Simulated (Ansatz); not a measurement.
# CH2Al+ (triplet): from Hartree-Fock to the top rungs, cc-pVDZ

How much of the correlation energy of CH2Al+ (triplet) does each wave-function method recover here?

Method: cc-pVDZ, core rule «outside noble gas», up to 6 orbitals frozen; program: Ansatz 0.2.0, Gaussian basis.

Plan: UHF; CCSD(T) on ROHF; CCSD(T) on UHF; BCCD(T) on ROHF; CISD; CCSDT(Q) on ROHF; CCSDT(Q) on UHF; CCSDTQ on ROHF; CCSDTQ on UHF; CASSCF and MRCISD+Q, 8 electrons in 10 orbitals; CASSCF and NEVPT2, 8 electrons in 10 orbitals.

7 further runs of the same task are left out: 2 for a known fault of the program, 5 set aside as unsound or not needed.

### 1 What is computed

The geometry is a PBE0/def2-TZVP stationary point (not a proven minimum) of the parent state, kept for this charge and spin.

4 atoms, charge 1, spin multiplicity 3.

Atoms are counted from 1 here; the program's logs count them from 0.

Bond lengths: Al1–C2 1.836 Å, Al1–H3 1.585 Å, C2–H4 1.088 Å. Angles: C2–Al1–H3 133.0°, Al1–C2–H4 142.5°.

### 2 UHF

The input, in.yaml:

```yaml
crystal:
  periodic: [false, false, false]
  atoms:
    - {symbol: Al, position_ang: [0.000000, -0.107766, 0.567543]}
    - {symbol: C, position_ang: [0.000000, 0.196499, -1.243154]}
    - {symbol: H, position_ang: [0.000000, 0.856616, 1.824835]}
    - {symbol: H, position_ang: [0.000000, -0.313339, -2.203862]}
basis:
  gaussian: {orbitals: cc-pVDZ}
total_charge: 1
magnetization: {spin_polarized: true, initial_magnetization: 2}
hamiltonian: {xc: hf}
output: {orbitals: {seedname: orbitals}}
```

Launch:

```
$ ansatz run in.yaml --threads 1 --pin off --events-out ev --progress --plain --max-ram 4096MiB --backend cpu
```

Further steps of the session: CCSD(T) on ROHF; CCSD(T) on UHF; BCCD(T) on ROHF; CISD; CCSDT(Q) on ROHF; CCSDT(Q) on UHF; CCSDTQ on ROHF; CCSDTQ on UHF; CASSCF and MRCISD+Q, 8 electrons in 10 orbitals; CASSCF and NEVPT2, 8 electrons in 10 orbitals.

Before running them: what should the planned runs give, taken together? Wanted: UCCSDTQ below the RHF energy; RMP2 from UCCSDTQ; UMP2 from UCCSDTQ; RCCSD from UCCSDTQ; RCCSD(T) from UCCSDTQ; UCCSD(T) from UCCSDTQ; RCCSDT(Q) from UCCSDTQ; UCCSDT(Q) from UCCSDTQ; NEVPT2 valence from UCCSDTQ.

The runs gave:

| quantity | value |
| --- | --- |
| UCCSDTQ below the RHF energy | -4.5274 eV |
| RMP2 from UCCSDTQ | +89.2 kJ/mol |
| UMP2 from UCCSDTQ | +89.7 kJ/mol |
| RCCSD from UCCSDTQ | +12.9 kJ/mol |
| RCCSD(T) from UCCSDTQ | +3.1 kJ/mol |
| UCCSD(T) from UCCSDTQ | +3.1 kJ/mol |
| RCCSDT(Q) from UCCSDTQ | +0.2 kJ/mol |
| UCCSDT(Q) from UCCSDTQ | 0.0 kJ/mol |
| NEVPT2 valence from UCCSDTQ | +57.9 kJ/mol |
| MRCISD+Q valence from UCCSDTQ | +1.1 kJ/mol |
| levels within 1 kcal/mol (43 meV) | RCCSD(T), UCCSD(T), BCCD(T), RCCSDT, UCCSDT, RCCSDT(Q), UCCSDT(Q), RCCSDTQ, MRCISD+Q valence |
| T1 diagnostic | 0.024 |
| effectively unpaired electrons | 2.03 |

RCCSD(T) misses by +3.1 kJ/mol, 0.7 % of the correlation energy. One determinant dominates. Of the multireference levels listed MRCISD+Q valence comes nearest in total energy (+1.1 kJ/mol), which doesn't show that its space is the better one. These misses are within one basis, not against nature; the frozen cores of restricted and unrestricted runs differ, which can shift their rows.
